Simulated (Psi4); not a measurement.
# SiH3SO (SMILES O[SiH2][S]) at UPBE/def2-SVPD

Aim: the energy change on altering one bond length of SiH3SO at UPBE/def2-SVPD, from 2 runs. The job is set up through a Python script.

The results are computed with Psi4 1.11.

8 further runs of the same task are left out: 8 that didn't finish.

### Step 1. The system as given

SiH3SO has 6 atoms, charge 0, and is taken as a doublet. As SMILES, `O[SiH2][S]`. The shape is that of a PBE0-D4/def2-TZVP optimisation. This is one conformer, not always the lowest.

Bond lengths: O1–Si2 1.639 Å, Si2–S3 2.114 Å, O1–H4 0.959 Å, Si2–H5 1.491 Å, Si2–H6 1.479 Å. Angles: O1–Si2–S3 115.7°, O1–Si2–H5 112.5°, O1–Si2–H6 104.9°, S3–Si2–H5 101.6°, S3–Si2–H6 110.7°, Si2–O1–H4 117.8°, H5–Si2–H6 111.7°.

### Step 2. Energy and gradient at UPBE/def2-SVPD

File run.py:

```python
import psi4

psi4.set_memory(1600000000)
psi4.set_num_threads(1)
psi4.set_output_file('output.dat', False)

molecule = psi4.geometry("""
0 2
O     -0.506200    -1.252800     0.071600
Si     0.267300     0.188600     0.177600
S     -0.863300     1.879100    -0.400100
H     -0.970300    -1.452500    -0.743200
H      1.434000     0.278400    -0.746100
H      0.680600     0.295200     1.593900
units angstrom
symmetry c1
no_reorient
no_com
""")

psi4.set_options({
    'basis': 'def2-SVPD',
    'reference': 'uks',
    'puream': True,
    'e_convergence': 1e-09,
    'd_convergence': 1e-08,
    'scf_type': 'pk',
    'dft_radial_points': 99,
    'dft_spherical_points': 590,
    'maxiter': 200,
})

E, wfn = psi4.gradient("pbe", return_wfn=True)
psi4.oeprop(wfn, "MULLIKEN_CHARGES", "QUADRUPOLE", "MAYER_INDICES")
print('gradient / Eh bohr^-1')
print(E.np.round(6))
print(f'energy = {wfn.energy():.10f} Eh')
```

Launch:

```
python run.py
```

output.dat:

```text
[...]
  Running in c1 symmetry.
[...]
  Nuclear repulsion =  143.416103855826407
[...]
  Multiplicity = 2
[...]
  Nalpha       = 21
  Nbeta        = 20
[...]
    Number of basis functions: 98
[...]
   @UKS iter   1:  -763.81749584195836   -6.36879e-02   7.90701e-03 DIIS/ADIIS
[...]
   @UKS iter  17:  -764.06792749078033   -2.16005e-12   4.37227e-09 DIIS
[...]
   @S^2 Observed:                7.528982320E-01
[...]
  @UKS Final Energy:  -764.06792749078033
   => Energetics <=
    Nuclear Repulsion Energy =            143.4161038558264067
    One-Electron Energy =               -1341.2852647854772385
    Two-Electron Energy =                 489.6716691671597346
    DFT Exchange-Correlation Energy =     -55.8704357282891380
    Empirical Dispersion Energy =           0.0000000000000000
    VV10 Nonlocal Energy =                  0.0000000000000000
    Total Energy =                       -764.0679274907803347
[...]
  -Total Gradient:
     Atom            X                  Y                   Z
    ------   -----------------  -----------------  -----------------
       1        0.005914268704     0.021626818551    -0.008059761184
       2       -0.006972448206    -0.018650170300    -0.001989182378
       3        0.002799964546    -0.006164281278     0.002002881789
       4        0.006559487669     0.003875392554     0.010122806421
       5       -0.005899659196    -0.000601493126     0.004239819141
       6       -0.002403188050    -0.000114274812    -0.006331350894
[...]
 Multipole Moments:
 ------------------------------------------------------------------------------------
     Multipole            Electronic (a.u.)      Nuclear  (a.u.)        Total (a.u.)
 ------------------------------------------------------------------------------------
 L = 1.  Multiply by 2.5417464519 to convert [e a0] to [Debye]
 Dipole X            :         24.6330213          -24.5208972            0.1121240
 Dipole Y            :        -41.5058380           41.2049112           -0.3009268
 Dipole Z            :          5.8193655           -6.1185552           -0.2991897
 Magnitude           :                                                    0.4389114
 L = 2.  Multiply by 1.3450342976 to convert [e a0^2] to [Debye ang]
 Quadrupole XX       :        -90.5260100           65.8355879          -24.6904220
 Quadrupole XY       :         65.7689349          -64.8755891            0.8933459
[...]
  Mulliken Charges: (a.u.)
   Center  Symbol    Alpha    Beta     Spin     Total
       1     O     4.24541  4.25065 -0.00525 -0.49606
       2    SI     6.76008  6.85043 -0.09035  0.38950
       3     S     8.68600  7.71256  0.97344 -0.39856
       4     H     0.41558  0.41563 -0.00005  0.16879
       5     H     0.45835  0.37875  0.07960  0.16291
       6     H     0.43459  0.39199  0.04260  0.17343
   Total alpha = 21.00000, Total beta = 20.00000, Total charge =  0.00000
  Mayer Bond Indices:
[...]
```

On the terminal:

```text
gradient / Eh bohr^-1
[[ 0.005914  0.021627 -0.00806 ]
 [-0.006972 -0.01865  -0.001989]
 [ 0.0028   -0.006164  0.002003]
 [ 0.006559  0.003875  0.010123]
 [-0.0059   -0.000601  0.00424 ]
 [-0.002403 -0.000114 -0.006331]]
energy = -764.0679274908 Eh
```

It took 25 s on 1 thread of AMD EPYC 9R45 (Zen 5), shared host; peak memory 0.83 GiB.

### Step 3. The distorted shape

File calc.py:

```python
import psi4

psi4.set_memory(1600000000)
psi4.set_num_threads(1)
psi4.core.set_output_file('psi4.out', False)

geom = psi4.geometry("""
0 2
O     -1.68744039    -3.72939151     0.03514702
Si     0.50512379     0.35640235     0.33561536
S     -1.63140056     3.55098436    -0.75607942
H     -2.56446229    -4.10676982    -1.50460183
H      2.70986726     0.52609975    -1.40992466
H      1.28614760     0.55784715     3.01203447
units au
symmetry c1
no_reorient
no_com
""")

options = {'basis': 'def2-SVPD', 'reference': 'uks', 'puream': True, 'e_convergence': 1e-09, 'd_convergence': 1e-08, 'scf_type': 'pk', 'dft_radial_points': 99, 'dft_spherical_points': 590, 'maxiter': 200}
psi4.set_options(options)

energy_value, wavefunction = psi4.gradient('pbe', return_wfn=True)
psi4.oeprop(wavefunction, 'WIBERG_LOWDIN_INDICES', 'MAYER_INDICES', 'QUADRUPOLE', title='PBE')
print('gradient / Eh bohr^-1')
print(energy_value.np.round(6))
print(f'energy = {wavefunction.energy():.10f} Eh')
for k, v in sorted(psi4.core.scalar_variables().items()):
    print(f'{k:45s} {v:18.10f}')
```

Launch:

```
python calc.py
```

psi4.out:

```text
[...]
  Running in c1 symmetry.
[...]
  Nuclear repulsion =  125.491808445084487
[...]
  Multiplicity = 2
[...]
  Nalpha       = 21
  Nbeta        = 20
[...]
    Number of basis functions: 98
[...]
   @UKS iter   1:  -763.61674861661027   -2.28657e-01   8.93824e-03 DIIS/ADIIS
[...]
   @UKS iter  79:  -763.97568178982897   -2.38742e-12   2.06622e-10 DIIS
[...]
   @S^2 Observed:                7.531181436E-01
[...]
  @UKS Final Energy:  -763.97568178982897
   => Energetics <=
    Nuclear Repulsion Energy =            125.4918084450844873
    One-Electron Energy =               -1305.3271991217911818
    Two-Electron Energy =                 471.5440182202022470
    DFT Exchange-Correlation Energy =     -55.6843093333244354
    Empirical Dispersion Energy =           0.0000000000000000
    VV10 Nonlocal Energy =                  0.0000000000000000
    Total Energy =                       -763.9756817898289682
[...]
  -Total Gradient:
     Atom            X                  Y                   Z
    ------   -----------------  -----------------  -----------------
       1       -0.038024914591    -0.042266278644    -0.029416242023
       2        0.034610683422     0.020458376799     0.015262784634
       3       -0.002294620832     0.009457988002    -0.003448100100
       4        0.006311360392    -0.005974418181     0.020568167045
       5       -0.002715277027     0.010356412129     0.004417200293
       6        0.002107048601     0.007967852047    -0.007388742253
[...]
 Multipole Moments:
 ------------------------------------------------------------------------------------
     Multipole            Electronic (a.u.)      Nuclear  (a.u.)        Total (a.u.)
 ------------------------------------------------------------------------------------
 L = 1.  Multiply by 2.5417464519 to convert [e a0] to [Debye]
 Dipole X            :         31.6275004          -31.0986464            0.5288539
 Dipole Y            :        -28.5389515           28.9474277            0.4084762
 Dipole Z            :          6.8445625           -7.0199715           -0.1754091
 Magnitude           :                                                    0.6908745
 L = 2.  Multiply by 1.3450342976 to convert [e a0^2] to [Debye ang]
 Quadrupole XX       :       -109.2729824           84.5092488          -24.7637336
 Quadrupole XY       :         27.1886268          -27.1490662            0.0395606
[...]
```

On the terminal:

```text
gradient / Eh bohr^-1
[[-0.038025 -0.042266 -0.029416]
 [ 0.034611  0.020458  0.015263]
 [-0.002295  0.009458 -0.003448]
 [ 0.006311 -0.005974  0.020568]
 [-0.002715  0.010356  0.004417]
 [ 0.002107  0.007968 -0.007389]]
energy = -763.9756817898 Eh
CURRENT ENERGY                                   -763.9756817898
CURRENT REFERENCE ENERGY                         -763.9756817898
DD SOLVATION ENERGY                                 0.0000000000
DFT FUNCTIONAL TOTAL ENERGY                      -763.9756817898
DFT TOTAL ENERGY                                 -763.9756817898
DFT VV10 ENERGY                                     0.0000000000
DFT XC ENERGY                                     -55.6843093333
GRID ELECTRONS ALPHA                               21.0000002143
GRID ELECTRONS BETA                                20.0000001509
GRID ELECTRONS TOTAL                               41.0000003652
NUCLEAR REPULSION ENERGY                          125.4918084451
ONE-ELECTRON ENERGY                             -1305.3271991218
PCM POLARIZATION ENERGY                             0.0000000000
PE ENERGY                                           0.0000000000
SCF ITERATION ENERGY                             -763.9756817898
SCF ITERATIONS                                     79.0000000000
SCF TOTAL ENERGY                                 -763.9756817898
TWO-ELECTRON ENERGY                               471.5440182202
XC GRID RADIAL POINTS                              99.0000000000
XC GRID SPHERICAL POINTS                          590.0000000000
XC GRID TOTAL POINTS                           338428.0000000000
```

Run time: 85 s. Hardware: 1 thread of AMD EPYC 9R45 (Zen 5), shared host; peak memory 0.8 GiB.

### Step 4. Outcome

Level: UPBE/def2-SVPD.

```
                                                          quantity          value
                                         first shape: total energy  -764.06793 Eh
                                        first shape: dipole moment         1.12 D
                   first shape: HOMO energy (highest over α and β)       -6.37 eV
                    first shape: LUMO energy (lowest over α and β)       -5.85 eV
                                                 first shape: ⟨S²⟩          0.753
                             first shape: largest force on an atom     1.225 eV/Å
                                     distorted shape: total energy  -763.97568 Eh
                                    distorted shape: dipole moment         1.76 D
               distorted shape: HOMO energy (highest over α and β)       -6.34 eV
                distorted shape: LUMO energy (lowest over α and β)       -6.33 eV
                                             distorted shape: ⟨S²⟩          0.753
                         distorted shape: largest force on an atom     3.292 eV/Å
energy change with the O1–Si2 bond stretched from 1.639 to 2.459 Å       2.510 eV
```

**Reading.** With the O1–Si2 bond stretched from 1.639 to 2.459 Å the energy rises by 2.51 eV (242 kJ/mol). The first shape isn't relaxed at this level, so the change isn't measured from a minimum. The largest force (first shape) is 1.23 eV/Å: the shape isn't a stationary point for this species at this level.
